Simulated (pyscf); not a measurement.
Optimised with ωB97X-D3(BJ)/def2-SVP in PySCF.

Task: For H₃C–BH–OH + hydrogen (H₂) → H₂B–OH + methane (CH₄), a four-centre exchange (singlet surface; B–C, H–H broken, B–H, C–H formed), PBE/def2-TZVP gives ΔE‡ = 34.0 kcal/mol and ΔE = -3.6 kcal/mol (zero: the separated reactants). In which direction and how far do PBE0-D3(BJ)/def2-TZVP, M06-2X/def2-TZVP, ωB97M-D3(BJ)/def2-TZVP move these?

Result: PBE0-D3(BJ): ΔE‡ = 35.6 kcal/mol, ΔE = -3.7 kcal/mol; M06-2X: ΔE‡ = 41.7 kcal/mol, ΔE = -3.6 kcal/mol; ωB97M-D3(BJ): ΔE‡ = 40.8 kcal/mol, ΔE = -4.2 kcal/mol. PBE's barrier lies under all of them, by 1.6 to 7.7 kcal/mol. Its reaction energy matches one of them and lies within 0.6 kcal/mol of the others. At the saddle there is also a short B–H contact that neither side keeps. One saddle was located; it need not be the lowest between these sides.
